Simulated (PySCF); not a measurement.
# A small calculation by hand: entropy of an ideal gas

sulfur dioxide (O₂S), SMILES O=S=O.

Geometry: PBE-D3(BJ)/def2-TZVP.

PySCF with PBE-D3(BJ)/def2-TZVP gives the harmonic wavenumbers 492, 1115, 1308 cm⁻¹ and the rotational temperatures 2.7667, 0.4809, 0.4097 K. The molar mass is 64.06 g/mol, the symmetry number 2, the spin multiplicity 1.

Question: Work out the entropy at 298.15 K and 1 atm in the rigid-rotor, harmonic-oscillator model.

Answer: 
Translation (Sackur–Tetrode at 1 atm): S = R[1.5 ln M + 2.5 ln T − 1.16487] = 160.6 J/(mol K).
Rotation: q = (√π/σ) T^1.5/√(θA θB θC) = 6180, S = R[ln q + 3/2] = 85.0 J/(mol K).
Vibration: with u = 1.4388 ν/T, each mode gives R[u/(e^u − 1) − ln(1 − e^−u)]:
| ν (cm⁻¹) | modes | u | S (J/(mol K)) |
|---|---|---|---|
| 492 | 1 | 2.37 | 2.84 |
| 1115 | 1 | 5.38 | 0.25 |
| 1308 | 1 | 6.31 | 0.11 |
These are all the modes. Sum 3.2 J/(mol K).
Spin: R ln 1 = 0.0 J/(mol K).
Total 248.9 J/(mol K); the program's own thermochemistry gives 248.9. Translation makes up 65 % and vibration 1 %. Anharmonicity, hindered rotation and orbital degeneracy are left out.
